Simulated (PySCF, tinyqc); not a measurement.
Ways to converge the cycle: SCF convergence aids in the sto-3g basis, for HF, spin multiplicity 1. Computed by the program tinyqc with PySCF. RHF with one setting changed at a time; a run stops when the energy changes by less than 1e-09 hartree and the error matrix is below 1e-5. The start is the core Hamiltonian. Damping d keeps d of the old density; a shift (hartree) raises the virtual levels; DIIS n extrapolates F over n matrices.

Geometry (angstrom):

| atom | x | y | z |
|---|---|---|---|
| F | 0.0000 | 0.0000 | 0.0000 |
| H | 0.0000 | 0.0000 | 1.7150 |

lowest restricted solution found by these runs and by PySCF = -98.338573 hartree

Largest element of the error matrix X^T (FDS - SDF) X:

| iteration | plain | damping 0.3 | damping 0.6 | shift 0.4 | DIIS 3 | DIIS 8 |
|---|---|---|---|---|---|---|
| 1 | 2.0e-01 | 2.0e-01 | 2.0e-01 | 2.0e-01 | 2.0e-01 | 2.0e-01 |
| 2 | 4.6e-01 | 1.2e-01 | 9.9e-02 | 3.8e-01 | 4.6e-01 | 4.6e-01 |
| 3 | 3.2e-01 | 6.1e-02 | 7.5e-02 | 1.0e-01 | 2.4e-01 | 2.4e-01 |
| 4 | 1.9e-01 | 2.4e-02 | 5.6e-02 | 1.7e-02 | 8.6e-02 | 8.6e-02 |
| 5 | 9.4e-02 | 1.2e-02 | 4.0e-02 | 2.8e-03 | 1.6e-02 | 1.6e-02 |
| 6 | 4.7e-02 | 5.5e-03 | 2.9e-02 | 8.3e-04 | 8.7e-04 | 3.1e-04 |
| 8 | 1.2e-02 | 1.1e-03 | 1.4e-02 | 1.1e-04 | 3.3e-10 | 9.0e-06 |
| 10 | 2.8e-03 | 2.3e-04 | 7.0e-03 | 1.5e-05 | - | - |
| 14 | 1.7e-04 | 9.2e-06 | 1.6e-03 | - | - | - |
| 20 | - | 7.1e-08 | 1.7e-04 | - | - | - |
| 30 | - | - | 3.8e-06 | - | - | - |

How each run ends:

| run | iterations | E (hartree) | state |
|---|---|---|---|
| plain | 19 | -98.33857 | lowest found |
| damping 0.3 | 20 | -98.33857 | lowest found |
| damping 0.6 | 40 | -98.33857 | lowest found |
| shift 0.4 | 11 | -98.33857 | lowest found |
| DIIS 3 | 8 | -98.33857 | lowest found |
| DIIS 8 | 8 | -98.33857 | lowest found |

What does the comparison show, and why?

6 of 6 runs reach the lowest restricted solution found, in 8 to 40 iterations (fastest: DIIS 3, DIIS 8). Plain steps already contract here, so damping only slows them. DIIS 3 and DIIS 8 gain by cancelling the error over several earlier matrices, much as a quasi-Newton step does. The restricted reference is unstable here: a spin-polarised solution lies 0.1227 hartree lower (PySCF), so results built on it describe a poor reference.
